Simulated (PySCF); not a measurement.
2-propanamine, C3H9N.
Atom-mapped SMILES: `[CH3:1][CH:2]([CH3:3])[NH2:4]` (hydrogens: H5, H6, H7 on C1; H8 on C2; H9, H10, H11 on C3; H12, H13 on N4)

Computed by this run: PBE0-D3(BJ)/def2-TZVP geometry optimisation, gas phase in PySCF 2.14.0; density fitting, grid level 2; the optimiser is geomeTRIC in internal coordinates, started from a GFN2-xTB structure with every atom displaced at random (about 0.01 Å).

Step 0: E = -4744.1363 eV
```
atom  x, y, z in Å  |  force x, y, z in eV/Å
C1      1.2801   -0.4542    0.4109   -0.985   1.442  -1.259
C2     -0.0564   -0.1695   -0.3361    1.213   0.310   0.166
C3     -0.4761    1.2970   -0.2141    1.008  -0.466   1.064
N4     -1.0579   -0.9886    0.2725   -1.996   0.283  -0.296
H5      1.1334   -0.2344    1.4483   -0.001   0.071   0.753
H6      2.0471    0.2113    0.0025    0.122  -0.185   0.109
H7      1.5718   -1.4702    0.2830    0.317  -0.891  -0.079
H8      0.1120   -0.3864   -1.4094   -0.058  -0.010   0.107
H9      0.3177    1.9565   -0.5673   -0.049   0.037  -0.168
H10    -1.3788    1.4940   -0.7475   -0.724   0.186  -0.513
H11    -0.6450    1.5331    0.8519   -0.009  -0.088  -0.341
H12    -1.9737   -0.8441   -0.1949    0.790  -0.039   0.506
H13    -0.8771   -1.9652    0.1718    0.374  -0.650  -0.049
```

Step 1: E = -4744.1871 eV
```
atom  x, y, z in Å  |  force x, y, z in eV/Å
C1      1.2456   -0.4327    0.4160   -0.053  -0.306  -0.020
C2     -0.0644   -0.1535   -0.2971    0.023   0.049   0.136
C3     -0.4569    1.3076   -0.1926   -0.126   0.088   0.083
N4     -1.1436   -0.9725    0.2794    0.324   0.153  -0.450
H5      1.1719   -0.2642    1.4973   -0.087  -0.013  -0.157
H6      2.0376    0.1994    0.0187    0.094   0.096  -0.018
H7      1.5444   -1.4756    0.2417    0.009   0.132   0.145
H8      0.0882   -0.4024   -1.3617    0.011   0.086   0.036
H9      0.2789    1.9517   -0.6778    0.004   0.009  -0.039
H10    -1.4388    1.5069   -0.6369    0.118  -0.088  -0.087
H11    -0.5312    1.5987    0.8574    0.048  -0.017   0.058
H12    -1.8798   -0.9450   -0.4102   -0.581   0.133   0.066
H13    -0.8547   -1.9390    0.2374    0.216  -0.322   0.248
```

Task: Estimate the geometry and energy of step 2. (The exact step hangs on the optimiser's Hessian estimate; all steps are aligned on step 1, rigid shifts and turns removed.)

Result: E = -4744.2369 eV, largest force 0.310 eV/Å
```
atom  x, y, z in Å  |  force x, y, z in eV/Å
C1      1.2459   -0.4366    0.4055    0.008  -0.081  -0.006
C2     -0.0541   -0.1483   -0.3191   -0.254  -0.176   0.024
C3     -0.4502    1.3095   -0.1948   -0.056   0.044   0.084
N4     -1.1260   -0.9803    0.2520    0.151  -0.086  -0.228
H5      1.1309   -0.2725    1.4797   -0.015   0.016   0.005
H6      2.0472    0.2077    0.0368   -0.016   0.010   0.008
H7      1.5604   -1.4737    0.2497   -0.017   0.022   0.034
H8      0.1062   -0.3723   -1.3864   -0.010   0.023  -0.018
H9      0.2877    1.9615   -0.6678    0.000  -0.005  -0.012
H10    -1.4213    1.4985   -0.6610    0.032  -0.008  -0.043
H11    -0.5355    1.5851    0.8601    0.010  -0.011  -0.015
H12    -1.9554   -0.9430   -0.3381    0.165   0.111   0.139
H13    -0.8386   -1.9562    0.2549    0.003   0.141   0.029
```

The energy changes by -0.0498 eV. The first-order estimate −F·Δx gives -0.0933 eV and the mean of the old and new forces, exact on a quadratic surface, -0.0488 eV. The step makes an angle of 53° with the force vector and moves no atom by more than 0.104 Å.

The cost below is that of the whole optimisation. The run took 5.2 min wall, 8.3 min CPU on 2 threads, Intel Xeon at 2.50 GHz (x86_64), shared host with 64 logical CPUs at a one-minute load of 64, and the process peaked at 0.90 GiB of memory.
